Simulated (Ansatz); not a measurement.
# BH2 (doublet): from Hartree-Fock to the top rungs, aug-cc-pVTZ

An exercise on one series of results from a longer session: the logs are not shown, and one member is left open.

Method: aug-cc-pVTZ, core rule «outside noble gas», up to 1 orbitals frozen; program: Ansatz 0.2.0, Gaussian basis.

To be run: UHF; CCSD(T) on ROHF; CCSD(T) on UHF; BCCD(T) on ROHF; CCSDT(Q) on ROHF; CCSDT(Q) on UHF; CASSCF and NEVPT2, 5 electrons in 6 orbitals.

10 further runs of the same task are left out: 3 that didn't finish, 7 set aside as unsound or not needed.

## What is computed

The geometry is a PBE0/def2-TZVPD stationary point (not a proven minimum) of the parent state, kept for this charge and spin.

3 atoms, charge 0, spin multiplicity 2.

Atoms are counted from 1 here; the program's logs count them from 0.

Bond lengths: B1–H2 1.247 Å, B1–H3 1.247 Å. Angles: H2–B1–H3 102.0°.

Set-up of the first run:

The input, in.yaml:

```yaml
crystal:
  periodic: [false, false, false]
  atoms:
    - {symbol: B, position_ang: [0.000000, -0.123368, 0.000000]}
    - {symbol: H, position_ang: [0.000000, 0.661614, -0.969076]}
    - {symbol: H, position_ang: [0.000000, 0.661614, 0.969076]}
basis:
  gaussian: {orbitals: aug-cc-pVTZ}
magnetization: {spin_polarized: true, initial_magnetization: 1}
hamiltonian: {xc: hf}
output: {orbitals: {seedname: orbitals}}
```

Launch:

```sh
ansatz run in.yaml --threads 1 --pin off --events-out ev --progress --plain --max-ram 2393MiB
```

Steps of the session up to this table: UHF; CCSD(T) on ROHF; CCSD(T) on UHF; BCCD(T) on ROHF; CCSDT(Q) on ROHF; CCSDT(Q) on UHF; CASSCF and NEVPT2, 5 electrons in 6 orbitals.

One of the session's tables, all rows but one given; the rest of the session is left out.

| method | from UCCSDT(Q) (kJ/mol) |
| --- | --- |
| ROHF | +280.1 |
| UHF | +276.9 |
| RMP2 | +56.7 |
| UMP2 | +56.5 |
| RCCSD | +7.3 |
| UCCSD | +7.2 |
| RCCSD(T) | +1.4 |
| UCCSD(T) | +1.4 |
| BCCD(T) | +1.4 |
| RCCSDT | +0.1 |
| UCCSDT | +0.1 |
| RCCSDT(Q) | 0.0 |
| UCCSDT(Q) | 0 |
| CASSCF valence | +180.0 |
| NEVPT2 valence | ? |

Estimate the missing values for NEVPT2 valence.

The run gave: from UCCSDT(Q) (kJ/mol): +45.9. In the column «from UCCSDT(Q) (kJ/mol)» it lies between RCCSD (+7.3) and UMP2 (+56.5).

Limits of these values: Restricted and unrestricted rows rest on different reference determinants; where their highest levels disagree by more than a few hundredths of an eV, they describe different states and don't form one ladder.
